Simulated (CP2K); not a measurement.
**B2H4Cl− (SMILES B[BH2-]Cl) at 3 levels**

We compute a comparison of 3 runs (PM6, GFN0-xTB, GFN1-xTB) of B2H4Cl−. 

Program for the calculation: CP2K 2026.2.

2 further runs of the same task are left out: 2 set aside as unsound or not needed.

**1. Starting point**

The species is B2H4Cl− (7 atoms), meant as a singlet with charge -1. SMILES: `B[BH2-]Cl`. The coordinates come from a GFN2-xTB relaxation.

Bond lengths: B1–B2 1.668 Å, B2–Cl3 1.942 Å, B1–H4 1.187 Å, B1–H5 1.193 Å, B2–H6 1.214 Å, B2–H7 1.214 Å. Angles: B1–B2–Cl3 113.1°, B1–B2–H6 113.6°, B1–B2–H7 113.5°, Cl3–B2–H6 103.6°, Cl3–B2–H7 103.7°, B2–B1–H4 127.5°, B2–B1–H5 119.9°, H6–B2–H7 108.4°, H4–B1–H5 112.6°.

**2. Energy and gradient at PM6 (run 1)**

File molecule.xyz:

```xyz
7

B     -0.832540    -0.102690    -0.575030
B      0.541540     0.210460     0.317780
Cl     1.136380    -1.313640     1.363130
H     -1.443690    -1.119080    -0.629330
H     -1.303990     0.752440    -1.259920
H      0.393860     1.085900     1.146030
H      1.508450     0.486610    -0.362670
```

File run.inp:

```
&FORCE_EVAL
  METHOD Quickstep
  &DFT
    CHARGE -1
    MULTIPLICITY 1
    # Quickstep
    &QS
      METHOD PM6
      EPS_DEFAULT 1.0E-10
      &SE
        &COULOMB
          CUTOFF [angstrom] 50
          RC_RANGE [angstrom] 0
        &END COULOMB
        &EXCHANGE
          CUTOFF [angstrom] 50
          RC_RANGE [angstrom] 0
        &END EXCHANGE
      &END SE
    &END QS
    &POISSON
      PERIODIC NONE
      POISSON_SOLVER ANALYTIC
    &END POISSON
    &SCF
      SCF_GUESS RANDOM
      EPS_SCF 1.0E-06
      MAX_SCF 77
      ADDED_MOS 8
      LEVEL_SHIFT 1
      &DIAGONALIZATION
        ALGORITHM STANDARD
      &END DIAGONALIZATION
      &MIXING
        METHOD DIRECT_P_MIXING
        ALPHA 0.6
      &END MIXING
    &END SCF
    # extra output
    &PRINT
      &MOMENTS
        PERIODIC F
        REFERENCE COM
        MAX_MOMENT 1
      &END MOMENTS
      &MO ON
        ENERGIES T
        OCCUPATION_NUMBERS T
        NDIGITS 6
        &EACH
          QS_SCF 0
        &END EACH
        ADD_LAST NUMERIC
      &END MO
      &HIRSHFELD OFF
      &END HIRSHFELD
    &END PRINT
  &END DFT
  # atoms, cell and kinds
  &SUBSYS
    &CELL
      ABC [angstrom] 13 12.4 12.6
      PERIODIC NONE
    &END CELL
    &TOPOLOGY
      COORD_FILE_NAME molecule.xyz
      COORD_FILE_FORMAT XYZ
      &CENTER_COORDINATES
      &END CENTER_COORDINATES
    &END TOPOLOGY
  &END SUBSYS
  # extra output
  &PRINT
    &FORCES ON
    &END FORCES
  &END PRINT
&END FORCE_EVAL

&GLOBAL
  PROJECT run
  RUN_TYPE ENERGY_FORCE
  PRINT_LEVEL MEDIUM
&END GLOBAL
```

On the command line:

```
$ OMP_NUM_THREADS=1 cp2k.psmp -i run.inp -o run.out
```

The log of the run:

```text
CP2K| version string:                                       CP2K version 2026.2
[...]
 GLOBAL| Method name                                                        CP2K
[...]
 GLOBAL| Run type                                                   ENERGY_FORCE
[...]
                             - Atoms:                                          7
[...]
                             - Spherical basis functions:                     21
[...]
 Number of electrons:                                                         18
[...]
     1 P_Mix/Diag. 0.60E+00    0.0     1.40727634         7.3070692174  7.31E+00
[...]
    66 DIIS/Diag.  0.35E-06    0.0     0.00000085       -15.4627372865 -2.28E-12
  *** SCF run converged in    66 steps ***
  Core-core repulsion energy [eV]:                            591.87702332704907
  Core Hamiltonian energy [eV]:                              -653.94377932868758
  Two-electron integral energy [eV]:                         -717.39144755028701
  Electronic energy [eV]:                                   -1012.63950310383109
  Total energy [eV]:                                         -420.76247977678207
  Atomic reference energy [eV]:                               419.03414376070270
  Heat of formation [kcal/mol]:                               -39.85637852620580
[...]
 SE_DIPOLE| Moment [Debye]          0.02337503       0.91484295      -0.34374178
 SE_DIPOLE| Derivative [a.u.]       0.00000000       0.00000000       0.00000000
 ENERGY| Total FORCE_EVAL ( QS ) energy [hartree]            -15.462737286528695
 FORCES| Atomic forces [hartree/bohr]
 FORCES|   Atom     x               y               z               |f|
 FORCES|      1  1.83863208E-02  5.19881287E-03  1.14616306E-02   2.22812348E-02
 FORCES|      2 -5.19395195E-03  1.43692483E-03 -4.37056195E-03   6.93856625E-03
 FORCES|      3 -6.58878795E-03  5.75523251E-03 -7.17753041E-03   1.13159962E-02
 FORCES|      4  4.63186355E-03 -4.73101754E-04  3.65874585E-03   5.92152061E-03
 FORCES|      5  4.54955976E-03  3.72886841E-04  3.23374955E-03   5.59416435E-03
 FORCES|      6 -4.17367071E-03 -8.15061407E-03 -8.43978418E-03   1.24531921E-02
 FORCES|      7 -1.16113335E-02 -4.14014122E-03  1.63375049E-03   1.24351508E-02
 FORCES| Sum    -2.98372438E-16  1.66533454E-16  1.11022302E-16
 FORCES| Total atomic force                                       3.59284643E-16
[...]
```

It took 0.52 s on 1 thread of Arm Neoverse N1, shared host; peak memory 0.14 GiB.

**3. Energy and forces at GFN0-xTB (run 2)**

File molecule.inp:

```
&GLOBAL
  PROJECT molecule
  RUN_TYPE ENERGY_FORCE
  PRINT_LEVEL MEDIUM
&END GLOBAL

&FORCE_EVAL
  METHOD Quickstep
  &DFT
    CHARGE -1
    &QS
      METHOD XTB
      EPS_DEFAULT 1.0E-10
      &XTB
        GFN_TYPE 0
        CHECK_ATOMIC_CHARGES F
      &END XTB
    &END QS
    &POISSON
      PERIODIC NONE
      POISSON_SOLVER ANALYTIC
    &END POISSON
    &SCF
      SCF_GUESS ATOMIC
      EPS_SCF 1.0E-06
      MAX_SCF 150
      ADDED_MOS 2
      &DIAGONALIZATION
        ALGORITHM STANDARD
      &END DIAGONALIZATION
      &MIXING
        METHOD DIRECT_P_MIXING
        ALPHA 0.4
      &END MIXING
      &SMEAR ON
        METHOD FERMI_DIRAC
        ELECTRONIC_TEMPERATURE [K] 300
      &END SMEAR
    &END SCF
    &PRINT
      &MOMENTS
        PERIODIC F
        REFERENCE COM
        MAX_MOMENT 1
      &END MOMENTS
      &MO ON
        ENERGIES T
        OCCUPATION_NUMBERS T
        NDIGITS 6
        &EACH
          QS_SCF 0
        &END EACH
        ADD_LAST NUMERIC
      &END MO
      &HIRSHFELD OFF
      &END HIRSHFELD
    &END PRINT
  &END DFT
  &SUBSYS
    &CELL
      ABC 11 10.4 10.6
      PERIODIC NONE
    &END CELL
    &COORD
      B     -0.832540    -0.102690    -0.575030
      B      0.541540     0.210460     0.317780
      Cl     1.136380    -1.313640     1.363130
      H     -1.443690    -1.119080    -0.629330
      H     -1.303990     0.752440    -1.259920
      H      0.393860     1.085900     1.146030
      H      1.508450     0.486610    -0.362670
    &END COORD
    &TOPOLOGY
      &CENTER_COORDINATES
      &END CENTER_COORDINATES
    &END TOPOLOGY
  &END SUBSYS
  &PRINT
    &FORCES ON
    &END FORCES
  &END PRINT
&END FORCE_EVAL
```

On the command line:

```
$ OMP_NUM_THREADS=1 cp2k.psmp molecule.inp > molecule.out
```

The log of the run:

```text
CP2K| version string:                                       CP2K version 2026.2
[...]
 GLOBAL| Method name                                                        CP2K
[...]
 GLOBAL| Run type                                                   ENERGY_FORCE
[...]
                             - Atoms:                                          7
[...]
                             - Spherical basis functions:                     25
[...]
 Number of electrons:                                                         18
[...]
  Fermi energy:                                                -0.28934806897981
[...]
 TB_DIPOLE| Moment [Debye]         -0.75859186      -1.33201977      -0.02856175
 TB_DIPOLE| Derivative [a.u.]       0.00000000       0.00000000       0.00000000
[...]
 ENERGY| Total FORCE_EVAL ( QS ) energy [hartree]            -10.531992937800764
 FORCES| Atomic forces [hartree/bohr]
 FORCES|   Atom     x               y               z               |f|
 FORCES|      1  1.86570295E-02  6.09763072E-03  1.13816456E-02   2.26893743E-02
 FORCES|      2 -9.45885007E-03 -4.90251605E-03 -5.06253893E-03   1.17954995E-02
 FORCES|      3 -9.08055339E-04 -7.34536692E-03  2.23915645E-03   7.73258051E-03
 FORCES|      4 -1.16586854E-03 -5.09551928E-03  1.14957429E-03   5.35211054E-03
 FORCES|      5 -2.85635778E-04  3.98368390E-03 -1.76031267E-03   4.36463353E-03
 FORCES|      6 -4.82405888E-03  4.37857958E-03 -2.10756307E-03   6.84728598E-03
 FORCES|      7 -2.01456087E-03  2.88350805E-03 -5.83996164E-03   6.81749413E-03
 FORCES| Sum     1.51788304E-17  1.30104261E-17  1.99493200E-17
 FORCES| Total atomic force                                       2.82425822E-17
[...]
```

Wall time 0.42 s (1 thread of Arm Neoverse N1, shared host); peak memory 0.14 GiB.

**4. Energy and gradient at GFN1-xTB (run 3)**

File gas.inp:

```
&FORCE_EVAL
  METHOD QUICKSTEP
  &DFT
    CHARGE -1
    &QS
      METHOD XTB
      EPS_DEFAULT 1.0E-10
      &XTB
        GFN_TYPE 1
        CHECK_ATOMIC_CHARGES F
      &END XTB
    &END QS
    &POISSON
      PERIODIC NONE
      POISSON_SOLVER ANALYTIC
    &END POISSON
    &SCF
      SCF_GUESS ATOMIC
      EPS_SCF 1.0E-05
      MAX_SCF 30
      &OT
        MINIMIZER CG
        PRECONDITIONER FULL_SINGLE_INVERSE
      &END OT
      &OUTER_SCF
        EPS_SCF 1.0E-05
        MAX_SCF 8
      &END OUTER_SCF
    &END SCF
    &PRINT
      &MOMENTS
        PERIODIC F
        REFERENCE COM
        MAX_MOMENT 1
      &END MOMENTS
      &MO_CUBES
        NLUMO 1
        NHOMO -1
        WRITE_CUBE F
      &END MO_CUBES
      &HIRSHFELD OFF
      &END HIRSHFELD
    &END PRINT
  &END DFT
  &SUBSYS
    &CELL
      ABC 15 14.4 14.6
      PERIODIC NONE
    &END CELL
    &COORD
      B      6.635080     7.211180     6.673365
      B      8.009160     7.524330     7.566175
      Cl     8.604000     6.000230     8.611525
      H      6.023930     6.194790     6.619065
      H      6.163630     8.066310     5.988475
      H      7.861480     8.399770     8.394425
      H      8.976070     7.800480     6.885725
    &END COORD
  &END SUBSYS
  &PRINT
    &FORCES ON
    &END FORCES
  &END PRINT
&END FORCE_EVAL
&GLOBAL
  PROJECT gas
  RUN_TYPE ENERGY_FORCE
  PRINT_LEVEL MEDIUM
&END GLOBAL
```

On the command line:

```
$ OMP_NUM_THREADS=1 cp2k.psmp -i gas.inp > gas.out 2>&1
```

The log of the run:

```text
CP2K| version string:                                       CP2K version 2026.2
[...]
 GLOBAL| Method name                                                        CP2K
[...]
 GLOBAL| Run type                                                   ENERGY_FORCE
[...]
                             - Atoms:                                          7
[...]
                             - Spherical basis functions:                     25
[...]
 Number of electrons:                                                         18
[...]
     1 OT CG       0.80E-01    0.0     0.01514616        -9.4260101278 -9.43E+00
[...]
     6 OT CG       0.17E+00    0.0     0.00000795        -9.4296507723 -2.93E-08
  *** SCF run converged in     6 steps ***
[...]
 TB_DIPOLE| Moment [Debye]          0.23254534      -0.72690940       0.46060376
 TB_DIPOLE| Derivative [a.u.]       0.00000000       0.00000000       0.00000000
[...]
 ENERGY| Total FORCE_EVAL ( QS ) energy [hartree]             -9.429650773361175
 FORCES| Atomic forces [hartree/bohr]
 FORCES|   Atom     x               y               z               |f|
 FORCES|      1  1.70315657E-02  4.85151818E-03  1.06546645E-02   2.06672044E-02
 FORCES|      2 -1.08572264E-02  5.81049264E-03 -1.02669617E-02   1.60328317E-02
 FORCES|      3  4.27601440E-03 -1.54336040E-02  9.26788697E-03   1.85033554E-02
 FORCES|      4 -3.85410715E-03 -6.03183238E-03 -4.65983632E-04   7.17316419E-03
 FORCES|      5 -3.29321914E-03  4.86498905E-03 -4.35153476E-03   7.31090046E-03
 FORCES|      6 -1.88940099E-03  3.09218253E-03 -2.11400874E-03   4.19529044E-03
 FORCES|      7 -1.41362641E-03  2.84625399E-03 -2.72406268E-03   4.18569217E-03
 FORCES| Sum    -1.12540186E-16  4.38017678E-17 -1.07986536E-16
 FORCES| Total atomic force                                       1.62003025E-16
[...]
```

Wall time 0.6 s (1 thread of Arm Neoverse N1, shared host); peak memory 0.15 GiB.

**5. The series**

| run | level | iteration cap | starting guess | energy (Eh) | HOMO energy (eV) | LUMO energy (eV) | HOMO–LUMO gap (eV) | wall time |
| --- | --- | --- | --- | --- | --- | --- | --- | --- |
| 1 | PM6 | 77 | random | -15.462737 | -4.08 | 4.79 | 8.87 | 0.52 s |
| 2 | GFN0-xTB | 150 | atomic | -10.531993 | -10.45 | -6.98 | 3.47 | 0.42 s |
| 3 | GFN1-xTB | 30 | atomic | -9.429651 | -5.81 | – | – | 0.6 s |

**6. Outcome**

| quantity | value |
| --- | --- |
| run 3: total energy | -9.42965 Eh |
| run 3: HOMO energy | -5.81 eV |
| run 3: dispersion energy | -4.38 kJ/mol |
| run 3: largest force on an atom | 1.063 eV/Å |

Force-field and semi-empirical energies have zeros of their own, so their totals don't compare. All runs together took 1.5 s, the longest 0.6 s.
